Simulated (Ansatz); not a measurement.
Ideal-gas functions of C4H2 (`C1=C=CC=1`) at 298.15 K and 1 bar, from an Ansatz frequency run at PBE0-D4/def2-TZVP.

Molar mass 50.06 g/mol, point group C2 (symmetry number 2), electronic degeneracy 1, moments of inertia 28.877, 29.417, 48.485 u Å². Harmonic wavenumbers (cm⁻¹, unscaled): 545, 610, 642, 824, 930, 1039, 1039, 1276, 1305, 1446, 3239, 3257.

Use S(trans) = R[1.5 ln M + 2.5 ln T − 1.1517]; rotational temperatures θ = 24.2544 K / I; S(rot) = R[ln(√π/σ · √(T³/θAθBθC)) + 1.5]; for each mode x = 1.438777 ν̃/T, S = R[x/(eˣ − 1) − ln(1 − e⁻ˣ)] and H = RT x/(eˣ − 1); 1 cm⁻¹ = 0.0119627 kJ/mol; R = 8.31446 J/(mol·K).

Q: By hand: the entropy, in J/(mol·K).

A: Translation 157.7. Rotation: θ = 0.8399, 0.8245, 0.5002 K, giving 86.9. Vibration, mode by mode: 2.32, 1.81, 1.60, 0.79, 0.52, 0.33, 0.33, 0.13, 0.11, 0.06, 0.00, 0.00, in all 8.0. Electronic 0.0. Sum 252.6 J/(mol·K).

Q: By hand: H − E and G − E in kJ/mol, counted from the electronic energy.

A: Zero-point energy ½ × 16152 × 0.0119627 = 96.6; thermal vibration 1.8; translation, rotation and pV give 4 RT = 9.9. H − E = 108.3 kJ/mol, and G − E = 108.3 − 298.15 × 252.6/1000 = 33.0 kJ/mol.

Vibration gives 3 % of the entropy. The sum counts one conformer and one mirror image; others add a mixing term.
